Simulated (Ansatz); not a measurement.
# BH3Cl− (SMILES [BH3-]Cl): the vertical detachment energy, rung by rung

The species is BH3Cl− (5 atoms), meant as a singlet with charge -1. As SMILES, `[BH3-]Cl`. The shape is that of a GFN2-xTB optimisation.

```xyz
5

B     0.0824   -0.0479    0.1359
Cl   -0.8459    0.4965   -1.3970
H     1.2231   -0.2546   -0.2031
H    -0.4601   -1.0514    0.5327
H     0.0005    0.8574    0.9314
```

Each level gives the vertical detachment energy (to the doublet neutral) (eV). The values are calculated.

```
           level                    kind  program  value (eV)  less FCI/STO-3G  CPU time (all runs)
       HF/STO-3G            Hartree–Fock   Ansatz        1.68            +0.26               0.32 s
   r2SCAN/STO-3G                meta-GGA   Ansatz        1.73            +0.31                 16 s
     PBE0/STO-3G           global hybrid   Ansatz        1.89            +0.47                5.4 s
  r2SCAN0/STO-3G         hybrid meta-GGA   Ansatz        2.02            +0.60                 21 s
CAM-B3LYP/STO-3G  range-separated hybrid   Ansatz        2.01            +0.59                 12 s
   B2PLYP/STO-3G           double hybrid   Ansatz        1.81            +0.39                7.7 s
      MP2/STO-3G     perturbation theory   Ansatz        1.60            +0.18               0.45 s
     CCSD/STO-3G   coupled cluster or CI   Ansatz        1.44            +0.02               0.57 s
 CCSDT(Q)/STO-3G   coupled cluster or CI   Ansatz        1.42             0.00                1.3 s
      FCI/STO-3G      exact in the basis   Ansatz        1.42             0.00                2.5 s
```

FCI/STO-3G is exact within its basis and frozen core, so for wave-function methods in that basis the difference is their error; functionals converge differently with the basis, so for them it is only a difference. Sets without diffuse functions describe the anion poorly. The values span 1.42 to 2.02 eV. All rows use very small basis sets, so even the best lies far from the true value. Times are those of the runs behind each value, whatever else they computed, on shared processors of several kinds: orders of magnitude only.
